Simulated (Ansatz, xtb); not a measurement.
Two isomers of C6H4

Structure I is `C#CC(=C)C#C`, a singlet and structure II is `C#C/C=C\C#C`, a singlet. Both are isolated molecules in the gas phase, relaxed with PBE-D3(BJ)/def2-SVP.

Energies in hartree; the thermal terms are from PBE-D3(BJ)/def2-SVP harmonic frequencies (ideal gas, rigid rotor, one conformer each, 298.15 K, 1 atm) and include the zero-point energy:

```
                              I           II
E, CCSD(T)/def2-SVP  −230.038278  −230.041026
    E, MP2/def2-SVP  −229.965820  −229.969392
  E, MP2/def2-TZVPP  −230.375104  −230.379531
  zero-point energy     0.068559     0.068728
       H(298 K) − E     0.075872     0.076022
       G(298 K) − E     0.039662     0.039662
```

Q: Correct the CCSD(T) difference for the basis set by the MP2 change, then work out ΔE, ΔE₀, ΔH and ΔG for I → II in kcal/mol (1 Eh = 627.51 kcal/mol) and the equilibrium ratio [II]/[I].

A: 1. Differences II − I: CCSD(T) −0.002748, MP2 in the small set −0.003572, MP2 in the large set −0.004427 Eh.
2. ΔE = −0.002748 + (−0.004427 − (−0.003572)) = −0.003603 Eh = −2.26 kcal/mol.
3. ΔE₀ = ΔE + ΔZPE = −0.003603 + (+0.000169) Eh = −2.15 kcal/mol.
4. ΔH = ΔE + (+0.000150) Eh = −2.17 kcal/mol.
5. ΔG = ΔE + (0.000000) Eh = −2.26 kcal/mol, so ΔS = (ΔH − ΔG)/T = +1.3 J/(mol K).
6. kT = 0.9442 mEh, so K = [II]/[I] = exp(−ΔG/kT) = exp(+3.82) ≈ 45.

Structure II is favoured at this temperature. An error of 1 kcal/mol in ΔG would change K by a factor of 5.4. Mirror images and further conformers aren't counted.

As drawn, both hold the same kinds of bond in the same numbers.

Other levels gave ΔE = −2.1 (GFN2-xTB); −1.7 (HF/STO-3G, GFN2-xTB geometries); −4.8 (r2SCAN-D4/def2-SVP, GFN2-xTB geometries); −4.9 (PBE-D3(BJ)/def2-SVP); −2.0 (HF/def2-SVP); −2.2 (MP2/def2-SVP); −1.7 (CCSD(T)/def2-SVP) kcal/mol. The correlated steps freeze 6 core orbitals. Programs: Ansatz 0.2.0, xtb 6.7.1.
